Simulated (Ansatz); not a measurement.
Results of LDA in Ansatz (plane waves, PAW) for antiferromagnetic (type II) rock-salt NiO.

Settings: plane-wave cutoff 500 eV, 16×16×16 k mesh, Fermi–Dirac smearing 0.05 eV, spin-polarised with opposed moments, scalar-relativistic PAW data made under PBE.

Cell (relaxed at this level):

```cif
data_Ni3O3
_chemical_formula_sum 'Ni3 O3'
_space_group_name_H-M_alt 'R-3m :H'
_space_group_IT_number 166
_space_group_name_Hall '-R 3 2"'
_cell_length_a 2.88483
_cell_length_b 2.88483
_cell_length_c 6.96973
_cell_angle_alpha 90.000
_cell_angle_beta 90.000
_cell_angle_gamma 120.000
loop_
_atom_site_label
_atom_site_type_symbol
_atom_site_symmetry_multiplicity
_atom_site_Wyckoff_symbol
_atom_site_fract_x
_atom_site_fract_y
_atom_site_fract_z
_atom_site_occupancy
Ni1 Ni 3 a 0.00000 0.00000 0.00000 1
O1 O 3 b 0.00000 0.00000 0.50000 1
```
(The calculation used a cell of 4 atoms; values per cell refer to that cell.)

### Question
Estimate the magnetic moment (largest site, within a sphere) and band gap that the calculation returns.

### Answer

* **magnetic moment (largest site, within a sphere)**: 1.14 μB
* **band gap**: 0.45 eV (on the SCF k mesh)

Note: a magnet's gap depends somewhat on the PAW data.

Moments are spin moments.

The computed numbers hold no vibrational or temperature effects.

Ansatz is an electronic-structure program.
